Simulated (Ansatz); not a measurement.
Relaxation of C2H7Si (10 atoms, charge 0, multiplicity 2), to a largest force component of 0.015 eV/Å in at most 40 steps.

Theory: UHF/cc-pVDZ (Ansatz 0.2.0).

```xyz
10
Properties=species:S:1:pos:R:3
C -0.758 0.568 -1.186
C -0.692 -0.198 0.055
Si 0.994 -0.304 0.774
H -0.602 0.157 -2.172
H -1.011 1.670 -1.167
H -1.053 -1.192 -0.154
H -1.342 0.231 0.807
H 1.039 -1.130 2.059
H 1.554 1.006 1.131
H 1.970 -0.946 -0.193
```

**Question.** Where does it end, and by what steps?

**Answer.** It converged. After 6 steps the energy has fallen by 0.195 eV; H5 moved furthest, 0.13 Å.

```csv
step,energy less start (eV),largest force component (eV/Å),accepted
0,0.0000,2.883,yes
1,-0.1680,0.818,yes
2,-0.1709,0.404,yes
3,-0.1904,0.389,yes
4,-0.1947,0.025,yes
5,-0.1947,0.020,yes
6,-0.1948,0.005,yes
```

```xyz
10
Properties=species:S:1:pos:R:3
C -0.823 0.594 -1.200
C -0.737 -0.215 0.057
Si 1.031 -0.308 0.775
H -0.553 0.152 -2.152
H -0.881 1.675 -1.150
H -1.075 -1.241 -0.118
H -1.386 0.204 0.833
H 1.039 -1.127 2.020
H 1.529 1.058 1.099
H 1.956 -0.929 -0.212
```

Whether the end is a true minimum wasn't checked by a vibrational analysis.

Time of the run: 18 s on 1 thread of Intel(R) Xeon(R) Platinum 8488C (Sapphire Rapids), on a shared host, peak memory 0.17 GiB.
